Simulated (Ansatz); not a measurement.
Saddle point of CH₆N, doublet (CH₅N ([CH3][NH2]) + H → CH₄N ([CH3][NH]) + H₂; bonds formed: H1–H4; bonds broken: H1–N2), PBE0-D4/def2-TZVP structure:

```
8
angstrom
H -1.1918 -0.3942 0.6084
N -0.6054 0.5576 0.0056
C 0.7939 0.2011 -0.1034
H -1.5033 -1.2411 0.8001
H -1.0317 0.4717 -0.9191
H 1.2362 0.1401 0.8923
H 1.3090 1.0010 -0.6480
H 0.9930 -0.7362 -0.6359
```

Energies are electronic, without zero-point energy. Barriers and step energies count from the start structure reached by relaxing down the imaginary mode; all methods use the PBE0-D4 structures, on which another method's saddle can fall below an end. Program: Ansatz 0.2.0. Basis: def2-TZVPP, with def2-QZVPP for the basis limit. Cores are frozen in the correlated methods; orbitals are unrestricted. B3LYP uses VWN-RPA correlation. Extrapolation: Hartree–Fock as exp(−7.88 √X), correlation as X^−2.97.

```
      method  barrier (eV)  step energy (eV)
       SPW92         0.011             0.146
      PBE-D4         0.154            -0.092
     BLYP-D4         0.044            -0.308
   r2SCAN-D4             ?            -0.265
      B97M-V         0.227            -0.215
     PBE0-D4         0.334            -0.085
    B3LYP-D4         0.194            -0.275
  r2SCAN0-D4         0.264            -0.254
    BHLYP-D4             ?            -0.291
CAM-B3LYP-D4         0.313            -0.193
     wB97X-V         0.444            -0.137
     wB97M-V             ?            -0.130
      B2PLYP         0.390            -0.162
    PBE-QIDH         0.560            -0.007
  RPA on PBE         0.411            -0.214
          HF         0.918            -0.291
         MP2         0.800             0.173
        CCSD         0.533            -0.181
     CCSD(T)         0.502            -0.138
```

(1) Fill in the withheld barriers. (Judge from chemistry; the value comes from the calculation.)

The T1 diagnostic stays at or below 0.018. ⟨S²⟩ of the unrestricted Hartree–Fock references: 0.75 to 0.79 (a pure state has 0.75).

Answers

(1) The calculation gives: wB97M-V 0.443; BHLYP-D4 0.384; r2SCAN-D4 0.127 eV. Each is the energy of the saddle less that of the start structure, by the same method.

For comparison, the barrier by CCSD(T) at an estimated basis limit (MP2 extrapolated from triple and quadruple zeta, plus CCSD(T) − MP2 in triple zeta) is 0.520 eV.

Labels in which every atom is bracketed show which atoms are joined, not bond orders.

For scale, one of the runs: CCSD(T)/def2-TZVPP, 146 basis functions, launched by `ansatz run in.yaml --threads 2 --pin off --events-out ev --progress --plain --max-ram 4352MiB`. Time: 45 s of wall clock on 2 CPU threads of an Arm Neoverse V1; the host was shared. Peak host memory: 2.1 GiB.
